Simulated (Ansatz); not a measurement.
Basis-set extrapolation for C₃H₇ClO (`COC(C)Cl`) (PBE0-D4/def2-TZVP geometry, frozen core, the Gaussian-basis code of Ansatz). Multiplicity 1, RHF reference.

|  | def2-TZVPP | def2-QZVPP |
| --- | --- | --- |
| HF | -652.123688 | -652.145603 |
| MP2 correlation | -0.951730 | -1.023922 |
| CCSD(T) correlation | -1.040637 | not run |

Energies in hartree. Use E(X) = E(∞) + A·exp(−7.88·√X) for Hartree–Fock and E(X) = E(∞) + B·X^(−2.97) for correlation, with X = 3 and 4, and add CCSD(T) minus MP2 of the smaller set to the MP2 limit.

Q: What is the CCSD(T) energy at the basis-set limit?

A: HF limit: -652.145603 + (-0.021915) × 0.13774 = -652.14862. MP2 limit: -1.023922 + (-0.072192) × 0.74074 = -1.07740. Higher-order term: -1.040637 − (-0.951730) = -0.08891. Total: -653.31493 hartree, 395.4 kJ/mol below CCSD(T)/def2-TZVPP.
